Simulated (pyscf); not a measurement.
Thermochemistry of product channels of BH [singlet] + H₂C=CH₂ on the singlet surface, in kcal/mol, from CCSD(T)/def2-TZVPP + ΔMP2(QZVPP) energies (ideal gas, 1 atm, RRHO with modes under 100 cm⁻¹ raised to 100, one conformer, R ln 2 for rigid chiral ones). Optimised with ωB97X-D3(BJ)/def2-SVP in PySCF. MP2 and CC: frozen core, UHF for open shells. ΔMP2 is the change of the MP2 total energy from the triple- to the quadruple-zeta basis.

```csv
products,ΔE,ΔH(298 K),ΔG(298 K),ΔG(900 K)
H₂B–CH=CH₂,___,-85.1,-76.1,-57.9
cyclic C₂H₅B (SMILES B1CC1),-74.8,-72.2,-62.2,___
```

Task: What belongs in the gaps?

Result: 
- H₂B–CH=CH₂, ΔE: -87.7
- cyclic C₂H₅B (SMILES B1CC1), ΔG(900 K): -42.1

These are energies of the channels, which say nothing of barriers. The CCSD(T) − MP2 part came from Ansatz, without density fitting, on the same reference.
